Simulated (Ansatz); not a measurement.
# singlet NO+: levels of theory compared

Aim: a comparison of 6 runs (BLYP/STO-3G, PBE0/STO-3G, r2SCAN/STO-3G, CCSDT/STO-3G, CCSD/STO-3G, CCSD(T)/STO-3G) of singlet NO+. 

The calculation is run with Ansatz 0.2.0.

32 further runs of the same task are left out: 2 that didn't finish, 30 set aside as unsound or not needed.

## 1. The structure to begin with

The species is NO+ (2 atoms), meant as a singlet with charge +1. SMILES of the parent species: `[N]=O`. The shape is that of a PBE0-D4/def2-TZVP optimisation. That shape belongs to the parent species and isn't relaxed for this state.

Bond lengths: N1–O2 1.140 Å.

## 2. The energy at BLYP/STO-3G (run 1)

The input, run.yaml:

```yaml
crystal:
  periodic: [false, false, false]
  atoms:
    - {symbol: N, position_ang: [-0.483620, 0.177030, -0.243990]}
    - {symbol: O, position_ang: [0.483620, -0.177030, 0.243990]}
basis:
  gaussian:
    orbitals: STO-3G
total_charge: 1
hamiltonian:
  xc: {name: BLYP}
accuracy: high
```

The run is started by

```bash
ansatz run run.yaml --threads 1 --pin off --max-ram 3480MiB --events-out events.jsonl --progress --plain --runs-dir runs
```

The program printed:

```text
Warning: RAYON_NUM_THREADS=1 ignored (pool sized by the plan → 1); use --threads N
Functional definition: BLYP
  name "BLYP"
  parameter beta = 0.0042
  parameter a = 0.04918
  parameter b = 0.132
  parameter c = 0.2533
  parameter d = 0.349
  exchange = b88_x(beta = beta)
  correlation = lyp_c(a = a, b = b, c = c, d = d)
149 factors; integrals over basis functions are off by at most 3.2e-8 eV
mean field evaluation 1: about -3475.8475 eV, gradient 2.2e1 eV
mean field evaluation 2: about -3458.3705 eV, gradient 9.2e1 eV
mean field evaluation 4: about -3476.9651 eV, gradient 2.0e-1 eV
mean field evaluation 8: about -3476.9100 eV, gradient 1.4e-2 eV
mean field evaluation 16: about -3476.9100 eV, gradient 3.3e-8 eV
mean field -3476.90997243 eV, -127.7740847524 hartree, gradient 3.3e-8 eV, S^2 0.000000; 0 other end points of the search recorded, 0 dependent functions left out
reference -3476.90999175 eV, -127.7740854627 hartree; 7, 7 occupied and 3, 3 virtual orbitals, 149 factors
Total energy: -3476.90999175 eV, -127.7740854627 hartree
```

Wall time 0.34 s (1 thread of Arm Neoverse V1, shared host).

## 3. A single-point energy at PBE0/STO-3G (run 2)

The input, molecule.yaml:

```yaml
crystal:
  periodic: [false, false, false]
  atoms:
    - {symbol: "N", position_ang: [-0.483620, 0.177030, -0.243990]}
    - {symbol: O, position_ang: [0.483620, -0.177030, 0.243990]}
basis:
  gaussian:
    orbitals: STO-3G
total_charge: 1
hamiltonian:
  xc: pbe0
accuracy: high
```

The run is started by

```bash
ansatz run molecule.yaml --threads 1 --pin off --max-ram 3480MiB --events-out events.jsonl --progress --plain --runs-dir runs
```

The program printed:

```text
Warning: RAYON_NUM_THREADS=1 ignored (pool sized by the plan → 1); use --threads N
Functional definition: PBE0
  name "PBE0"
  parameter a = 0.25
  parameter kappa = 0.804
  parameter beta = 0.06672455060314922
  exchange = (1 - a)*pbe_x(kappa = kappa, mu = beta*pi^2/3) + a*exact_x
  correlation = pbe_c(beta = beta)
149 factors; integrals over basis functions are off by at most 3.2e-8 eV
mean field evaluation 1: about -3473.0426 eV, gradient 2.4e1 eV
mean field evaluation 2: about -3463.2380 eV, gradient 7.3e1 eV
mean field evaluation 4: about -3474.3484 eV, gradient 2.0e-1 eV
mean field evaluation 8: about -3474.3094 eV, gradient 1.9e-4 eV
mean field -3474.30939600 eV, -127.6785153315 hartree, gradient 9.2e-9 eV, S^2 0.000000; 0 other end points of the search recorded, 0 dependent functions left out
reference -3474.30939653 eV, -127.6785153509 hartree; 7, 7 occupied and 3, 3 virtual orbitals, 149 factors
Total energy: -3474.30939653 eV, -127.6785153509 hartree
```

It took 0.32 s on 1 thread of Arm Neoverse V1, shared host.

Runs 3 to 4 aren't shown in full; the table further down has their settings and results.

## 4. The energy at CCSD/STO-3G (run 5)

The input, in.yaml:

```yaml
crystal:
  periodic: [false, false, false]
  atoms:
    - {symbol: "N", position_ang: [-0.483620, 0.177030, -0.243990]}
    - {symbol: O, position_ang: [0.483620, -0.177030, 0.243990]}
basis:
  gaussian:
    orbitals: STO-3G
total_charge: 1
correlation:
  method: ccsd
  frozen_orbitals: {"N": 1, O: 1}
accuracy: high
scf:
  omitted_lower_state_checks: [cluster_reference, increment]
```

The run is started by

```bash
ansatz run in.yaml --threads 1 --pin off --max-ram 3480MiB --events-out events.jsonl --progress --plain --runs-dir runs
```

The program printed, cut to the lines that bear on the results:

```text
Warning: RAYON_NUM_THREADS=1 ignored (pool sized by the plan → 1); use --threads N
Functional definition: HF
  name "HF"
[...]
149 factors; integrals over basis functions are off by at most 3.2e-8 eV
[...]
mean field -3461.40050572 eV, -127.2041223636 hartree, gradient 4.3e-8 eV, S^2 0.000000; 0 other end points of the search recorded, 0 dependent functions left out; unrestricted orbitals would lower it
2 core orbitals not correlated: weight in the atoms' cores, before any rotation towards them, 1.000 or more for the frozen orbitals, at most 0.000 for the correlated occupied ones
reference -3461.40050572 eV, -127.2041223636 hartree; 5, 5 occupied and 3, 3 virtual orbitals, 149 factors
second order -5.47517448 eV of doubles, -0.00000000 eV of singles
cycle   1  -4.71327396 eV  change    7.6e-1 eV  update   1.1e-1
[...]
cycle  19  -5.11745363 eV  change  -3.1e-11 eV  update  4.6e-11
Total energy: -3466.51795935 eV, -127.3921853157 hartree
Checks for a lower state left out: cluster_reference, increment
```

Wall time 0.12 s (1 thread of Arm Neoverse V1, shared host).

## 5. A single-point energy at CCSD(T)/STO-3G (run 6)

The input, run.yaml:

```yaml
crystal:
  periodic: [false, false, false]
  atoms:
    - {symbol: "N", position_ang: [-0.483620, 0.177030, -0.243990]}
    - {symbol: O, position_ang: [0.483620, -0.177030, 0.243990]}
basis:
  gaussian:
    orbitals: STO-3G
scf:
  omitted_lower_state_checks: [cluster_reference, increment]
accuracy: high
total_charge: 1
correlation:
  method: ccsd_t
  frozen_orbitals: {"N": 1, O: 1}
```

The run is started by

```bash
ansatz run run.yaml --threads 1 --pin off --max-ram 3480MiB --events-out events.jsonl --progress --plain --runs-dir runs
```

The program printed, cut to the lines that bear on the results:

```text
Warning: RAYON_NUM_THREADS=1 ignored (pool sized by the plan → 1); use --threads N
[... 2 set-up lines as earlier in the session ...]
[...]
149 factors; integrals over basis functions are off by at most 3.2e-8 eV
[...]
mean field -3461.40050572 eV, -127.2041223636 hartree, gradient 4.3e-8 eV, S^2 0.000000; 0 other end points of the search recorded, 0 dependent functions left out; unrestricted orbitals would lower it
2 core orbitals not correlated: weight in the atoms' cores, before any rotation towards them, 1.000 or more for the frozen orbitals, at most 0.000 for the correlated occupied ones
reference -3461.40050572 eV, -127.2041223636 hartree; 5, 5 occupied and 3, 3 virtual orbitals, 149 factors
second order -5.47517448 eV of doubles, -0.00000000 eV of singles
cycle   1  -4.71327396 eV  change    7.6e-1 eV  update   1.1e-1
[...]
cycle  19  -5.11745363 eV  change  -3.1e-11 eV  update  4.6e-11
perturbative correction -0.16813781 eV, -0.0061789504 hartree
Total energy: -3466.68609715 eV, -127.3983642661 hartree
Checks for a lower state left out: cluster_reference, increment
```

It took 0.12 s on 1 thread of Arm Neoverse V1, shared host.

## 6. The series

| run | level | frozen core orbitals | energy (Eh) | wall time |
| --- | --- | --- | --- | --- |
| 1 | BLYP/STO-3G | – | -127.774085 | 0.34 s |
| 2 | PBE0/STO-3G | – | -127.678515 | 0.32 s |
| 3 | r2SCAN/STO-3G | – | -127.761896 | 0.95 s |
| 4 | CCSDT/STO-3G | 2 | -127.399248 | 0.22 s |
| 5 | CCSD/STO-3G | 2 | -127.392185 | 0.12 s |
| 6 | CCSD(T)/STO-3G | 2 | -127.398364 | 0.12 s |

## 7. Results

| quantity | value |
| --- | --- |
| run 6: total energy | -127.39836 Eh |
| run 6: correlation energy (2 core orbitals frozen) | -194.2 mEh |
| run 6: (T) correction | -6.18 mEh |
| run 6: T1 diagnostic | 0.019 |

In words: Totals of different functionals can't be ranked against each other. In runs 4, 5, 6 the log says that unrestricted orbitals would lower the reference, so the values rest on an unstable closed-shell determinant (other closed-shell runs at this shape may share the fault). In runs 1, 2, 3, 4, 5, 6 the basis is minimal, so the values are rough. All runs together took 2.1 s, the longest 0.95 s.
